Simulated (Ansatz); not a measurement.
The input, for Ansatz 0.2.0:

```yaml
crystal:
  periodic: [false, false, false]
  atoms:
    - {symbol: Al, position_ang: [0.000000, -0.005870, 0.624344]}
    - {symbol: C, position_ang: [0.000000, -0.038409, -1.225855]}
    - {symbol: H, position_ang: [0.000000, 0.614829, -2.105683]}
basis:
  gaussian: {orbitals: 6-31G}
correlation: {method: sc_nevpt2, electrons: valence, active_space: {window: {electrons: 2, orbitals: 5}}}
accuracy: high
```

```sh
$ ansatz run in.yaml --threads 1 --pin off --events-out ev --progress --plain --max-ram 2393MiB
```

Log:

```
533 factors; integrals over basis functions are off by at most 3.4e-9 eV
mean field evaluation 1: about -7619.5914 eV, gradient 2.5e1 eV
mean field evaluation 2: about -7619.5930 eV, gradient 2.5e1 eV
mean field evaluation 4: about -7622.6208 eV, gradient 3.7e0 eV
mean field evaluation 8: about -7623.0351 eV, gradient 2.4e-1 eV
mean field evaluation 16: about -7623.0412 eV, gradient 2.5e-1 eV
mean field evaluation 32: about -7623.0758 eV, gradient 3.6e-5 eV
mean field evaluation 64: about -7623.0362 eV, gradient 1.4e-8 eV
mean field evaluation 96: about -7623.0749 eV, gradient 2.8e-2 eV
mean field evaluation 128: about -7622.9340 eV, gradient 3.0e0 eV
mean field evaluation 160: about -7619.5989 eV, gradient 2.5e1 eV
mean field -7623.07577391 eV, -280.1428675850 hartree, gradient 1.3e-8 eV, S^2 0.000000; 8 other end points of the search recorded, 0 dependent functions left out; unrestricted orbitals would lower it
reference -7623.07577391 eV, -280.1428675850 hartree; 10, 10 occupied and 14, 14 virtual orbitals, 533 factors
state -7623.93308765 eV, -280.1743732836 hartree
state -7623.93308765 eV, -280.1743732836 hartree; corrected -7625.88314267 eV, -280.2460364838 hartree
state -7623.80395702 eV, -280.1696278207 hartree
state -7623.80395702 eV, -280.1696278207 hartree; corrected -7625.70072417 eV, -280.2393327275 hartree
state -7623.93308765 eV, -280.1743732836 hartree; corrected -7625.88314267 eV, -280.2460364838 hartree
2 active orbitals were swapped for others, from the solution at -7623.80393286 eV, -280.1696269325 hartree to that at -7623.93308764 eV, -280.1743732833 hartree; typed "places" are swapped only where nearly empty or full, and so, without "given_window_search", are "orbital_numbers", "shells" and a window whose orbitals a file names under [Active]
Total energy: -7625.88314267 eV, -280.2460364838 hartree
```

Ran on 1 thread of Arm Neoverse V1, shared host: 2.2 s wall, 0.14 GiB peak host memory.
